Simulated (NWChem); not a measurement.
# allene (C3H4); SMILES C=C=C

```xyz
7

C      0.0000     0.0000     1.3165
C      0.0000     0.0000     0.0000
C      0.0000     0.0000    -1.3165
H     -0.6663     0.6663     1.8909
H      0.6663    -0.6663     1.8909
H     -0.6663    -0.6663    -1.8909
H      0.6663     0.6663    -1.8909
```
Atoms are numbered in this order, from 1.

Coordinates come from a PBE-D3(BJ)/def2-SVP optimisation.

### Question
List the 4 lowest vertical singlet excitations from Hartree-Fock/6-31G* (spherical d), CIS (NWChem).

### Answer
```csv
state,energy (eV),oscillator strength,leading excitation (squared amplitude)
S1,6.36,0.000,HOMO−1 → LUMO+1 (0.49)
S2,6.74,0.000,HOMO−1 → LUMO+1 (0.46)
S3,8.41,0.000,HOMO−1 → LUMO (0.48)
S4,8.74,1.710,HOMO−1 → LUMO (0.42)
```
